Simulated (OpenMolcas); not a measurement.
# C2HF (SMILES C#CF): levels of theory compared

Aim: a comparison of 6 runs (HF/3-21G, B3LYP/6-31G*, M06-2X/cc-pVTZ, M06-L/cc-pVTZ, revPBE/cc-pVTZ, CCSD(T)/cc-pVTZ) of C2HF. 

The calculation is run with OpenMolcas 26.06.

## 1. The molecule

C2HF: 4 atoms, total charge 0, spin state singlet. SMILES: `C#CF`. The shape is that of a PBE0-D4/def2-TZVP optimisation.

Bond lengths: C1–C2 1.192 Å, C2–F3 1.270 Å, C1–H4 1.063 Å. Angles: C1–C2–F3 180.0°, C2–C1–H4 180.0°.

## 2. Energy and forces at HF/3-21G (run 1)

Input file calc.input:

```
&GATEWAY
  BasLib
  $CurrDir
  Coord
  4
  angstrom
  C       -0.361030       0.453110      -0.290220
  C        0.303270      -0.380840       0.243810
  F        1.010600      -1.269010       0.812300
  H       -0.952830       1.196740      -0.765890
  Basis
  3-21G
  Group
  NoSym

&SEWARD

&SCF
  Thresholds
  1e-10 1e-07 1e-07 1e-05
  PrOrbitals
  1 1

&ALASKA
```

The basis set 3-21G is read from a file made from the Basis Set Exchange's data (not shown).

Command:

```bash
$ export MOLCAS_MEM=1860
$ pymolcas calc.input > calc.log
```

What it wrote:

```text
--- Start Module: gateway ---
[...]
--- Stop Module: gateway /rc=_RC_ALL_IS_WELL_ ---
[...]
      Basis functions           29
[...]
--- Start Module: scf ---
[...]
       Convergence after  12 Iterations
[...]
::    Total SCF energy                               -174.6913412320
[...]
      Total spin, S                                     0.0000000000
[...]
      Total electronic charge=   22.000000
      Total            charge=   -0.000000
[...]
      Dipole Moment (debye):
      Origin of the operator (angstrom)=    0.3987   -0.5007    0.3205
                   X= -5.9491E-01               Y=  7.4781E-01               Z= -4.7808E-01           Total=  1.0685E+00
      Quadrupole Moment (debye*angstrom):
[...]
--- Stop Module: scf /rc=_RC_ALL_IS_WELL_ ---
--- Start Module: alaska ---
[...]
 *              Molecular gradients               *
 **************************************************
  Irreducible representation: a
 ------------------------------------------------------------------------------------------
                              X                       Y                       Z
 ------------------------------------------------------------------------------------------
  C1               -1.31868324893407E-02    1.64967312884166E-02   -1.06102789105567E-02
  C2                3.98280322987460E-02   -4.99800622728452E-02    3.20262951202062E-02
  F3               -1.99516305305236E-02    2.50516395918350E-02   -1.60406770144395E-02
  H4               -6.68956927889353E-03    8.43169139260258E-03   -5.37533919520028E-03
 ------------------------------------------------------------------------------------------
--- Stop Module: alaska /rc=_RC_ALL_IS_WELL_ ---
[...]
```

Wall time 1.1 s (1 thread of AMD EPYC 9R45 (Zen 5), shared host); peak memory 0.37 GiB.

## 3. Energy and gradient at B3LYP/6-31G(d) (spherical functions) (run 2)

Input file run.inp:

```
&GATEWAY
 BasLib=$CurrDir
 Coord
 4
 bohr
 C     -0.68224782     0.85625380    -0.54843632
 C      0.57309724    -0.71968330     0.46073413
 F      1.90975722    -2.39808135     1.53502453
 H     -1.80058774     2.26151084    -1.44732234
 Basis=6-31Gs
 Group=NoSym

&SEWARD
 GridInput
 Grid=UltraFine
 End of Grid

&SCF
 KSDFT=B3LYP
 Thresholds=1e-10 1e-07 1e-07 1e-05
 PrOrbitals=1

&ALASKA
```

The basis set 6-31G* is read from a file made from the Basis Set Exchange's data (not shown).

Command:

```bash
$ export MOLCAS_MEM=1860
$ pymolcas run.inp > run.log
```

What it wrote:

```text
--- Start Module: gateway ---
[...]
--- Stop Module: gateway /rc=_RC_ALL_IS_WELL_ ---
[...]
      Basis functions           44
[...]
--- Start Module: scf ---
[...]
       Convergence after  15 Iterations
[...]
::    Total KS-DFT energy                            -176.5335083673
[...]
      Total spin, S                                     0.0000000000
[...]
      Total electronic charge=   22.000000
      Total            charge=   -0.000000
[...]
      Dipole Moment (debye):
      Origin of the operator (angstrom)=    0.3987   -0.5007    0.3205
                   X= -2.6335E-01               Y=  3.3128E-01               Z= -2.1162E-01           Total=  4.7317E-01
      Quadrupole Moment (debye*angstrom):
[...]
--- Stop Module: scf /rc=_RC_ALL_IS_WELL_ ---
[...]
--- Start Module: alaska ---
[...]
 *              Molecular gradients               *
 **************************************************
  Irreducible representation: a
 ------------------------------------------------------------------------------------------
                              X                       Y                       Z
 ------------------------------------------------------------------------------------------
  C1                9.87476284524025E-03   -1.24179342979982E-02    7.93499318121960E-03
  C2               -1.50643879838985E-04    1.91584940057332E-04   -1.16273447968884E-04
  F3               -1.02835530719911E-02    1.29158866682193E-02   -8.26831372960246E-03
  H4                5.59434106594203E-04   -6.89537310313515E-04    4.49593996355580E-04
 ------------------------------------------------------------------------------------------
--- Stop Module: alaska /rc=_RC_ALL_IS_WELL_ ---
[...]
```

Wall time 4.5 s (1 thread of AMD EPYC 9R45 (Zen 5), shared host); peak memory 0.38 GiB.

Runs 3 to 5 aren't shown in full; the table further down has their settings and results.

## 4. The energy at CCSD(T)/cc-pVTZ (Cholesky decomposition) (run 6)

Input file test.input:

```
>>> EXPORT MOLCAS_PRINT=2
&gateway
baslib = $CurrDir
coord
4
angstrom
C       -0.361030       0.453110      -0.290220
C        0.303270      -0.380840       0.243810
F        1.010600      -1.269010       0.812300
H       -0.952830       1.196740      -0.765890
basis = cc-pVTZ
group = NoSym
&seward
high
&scf
thresholds = 1e-10 1e-07 1e-07 1e-05
prorbitals = 1 2
&chcc
frozen = 3
threshold = 1e-08
maxiterations = 80
&cht3
frozen = 3
```

The basis set cc-pVTZ is read from a file made from the Basis Set Exchange's data (not shown).

Command:

```bash
$ export MOLCAS_MEM=1860
$ pymolcas test.input > test.log
```

What it wrote:

```text
--- Start Module: gateway ---
[...]
--- Stop Module: gateway /rc=_RC_ALL_IS_WELL_ ---
[...]
      Basis functions          104
[...]
       Convergence after  12 Iterations
[...]
::    Total SCF energy                               -175.7134446816
[...]
      Total spin, S                                     0.0000000000
[...]
      Total electronic charge=   22.000000
      Total            charge=   -0.000000
[...]
      Dipole Moment (debye):
      Origin of the operator (angstrom)=    0.3987   -0.5007    0.3205
                   X= -4.5539E-01               Y=  5.7247E-01               Z= -3.6599E-01           Total=  8.1795E-01
      Quadrupole Moment (debye*angstrom):
[...]
--- Start Module: chcc ---
[...]
--- Stop Module: chcc /rc=_RC_ALL_IS_WELL_ ---
[...]
--- Start Module: cht3 ---
[...]
--- Stop Module: cht3 /rc=_RC_ALL_IS_WELL_ ---
[...]
```

Wall time 74 s (1 thread of AMD EPYC 9R45 (Zen 5), shared host); peak memory 0.19 GiB.

## 5. The series

```tsv
run	level	integration grid	integral approximation	energy (Eh)	dipole moment (D) of the reference	HOMO energy (eV)	LUMO energy (eV)	wall time
1	HF/3-21G	–	none	-174.691341	1.07	-11.36	6.58	1.1 s
2	B3LYP/6-31G* (spherical functions)	UltraFine	none	-176.533508	0.47	-7.60	2.09	4.5 s
3	M06-2X/cc-pVTZ	UltraFine	none	-176.550591	0.66	-9.68	2.20	17 s
4	M06-L/cc-pVTZ	UltraFine	none	-176.581274	0.40	-7.09	1.06	19 s
5	revPBE/cc-pVTZ	UltraFine	none	-176.559245	0.34	-6.83	0.49	15 s
6	CCSD(T)/cc-pVTZ (Cholesky decomposition)	–	CD high	-176.294002	0.82	-11.34	4.20	74 s
```

## 6. Summary of results

| quantity | value |
| --- | --- |
| run 6: total energy | -176.29400 Eh |
| run 6: dipole moment (mean-field density) | 0.82 D |
| run 6: HOMO energy (Hartree–Fock orbitals) | -11.34 eV |
| run 6: LUMO energy (Hartree–Fock orbitals) | 4.20 eV |
| run 6: HOMO–LUMO gap (Hartree–Fock orbitals) | 15.53 eV |
| run 6: correlation energy (3 core orbitals frozen) | -580.6 mEh |
| run 6: (T) correction | -23.91 mEh |

**Reading.** Over runs 1, 2, 3, 4, 5 the dipole moment (its size) runs from 0.34 D (revPBE/cc-pVTZ) to 1.07 D (HF/3-21G). The two ends differ in method and basis. Over runs 1, 2, 3, 4, 5 the HOMO–LUMO gap runs from 7.32 eV (revPBE/cc-pVTZ) to 17.94 eV (HF/3-21G). Totals of different functionals can't be ranked against each other. All runs together took 2.2 min, the longest 74 s.
